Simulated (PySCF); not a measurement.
# Ionisation energy of Be by level of theory

Be [He] 2s2 (1S) → Be⁺ [He] 2s1 (2S), as a difference of total energies. Calculation: PySCF 2.14, in x2c-TZVPPall with one added diffuse shell of s type (6s3p1d, 20 functions); scalar relativity by spin-free X2C-1e. Correlated levels: valence: 1s2 frozen; valence and next inner shell: nothing frozen. The calculations carry no spin-orbit coupling.

```
                                method  ionisation energy (eV)
                                   UHF                   8.043
                                   LDA                   9.022
                                   PBE                   8.997
                                  PBE0                   8.971
                                r2SCAN                   8.789
                               r2SCANh                   8.804
                                  PW91                   9.048
                               wB97M-V                   9.031
                                  BLYP                   8.976
                         MP2 (valence)                   8.753
                     SCS-MP2 (valence)                   8.895
    MP2 (valence and next inner shell)                   8.772
SCS-MP2 (valence and next inner shell)                   8.910
```

Q: How much does correlation contribute at MP2 (valence and next inner shell)?

A: 8.772 − (8.043) = 0.729 eV, measured against UHF.

Errors of the correlated levels include the incompleteness of this basis and the frozen core.

MP2 underrates the near-degeneracy of ns² with np² in the lower species.

For comparison: 9.323 eV (measured; NIST Atomic Spectra Database, ionization energies).
